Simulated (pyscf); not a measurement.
Structures and frequencies: ωB97X-D3(BJ)/def2-SVP in PySCF. Correlated levels are frozen-core, on RHF or UHF. ΔMP2 is the change of the MP2 total energy from the triple- to the quadruple-zeta basis.

Question: What are the homolytic bond dissociation enthalpies (298 K) of `[O]=[SnH][F]` at CCSD(T)/def2-TZVPP + ΔMP2(QZVPP), weakest first?

Answer: H–Sn to [O=Sn–F]• + H•: 228.7 kJ/mol; F–Sn to [O=SnH]• + F•: 442.3 kJ/mol. Ring and multiple bonds, and those that leave no two simple radicals, are not listed. The radicals are drawn with the spin at the cut bond; how far it spreads was not checked. O=SnH–F lies 303.1 kJ/mol over its isomer HO–Sn:–F [singlet], and others may lie lower still (electronic energy, ωB97M-D3(BJ)). The CCSD(T) − MP2 part came from Ansatz, without density fitting, on the same reference. The frozen core leaves the outer d or s,p core shells of the metals and heavy elements correlated in the MP2 and CC values, and def2-TZVPP describes them poorly, which can shift differences by a few kcal/mol. Left out: the spin-orbit lowering of F. Elements past Kr carry the def2 core potentials, without spin-orbit coupling.
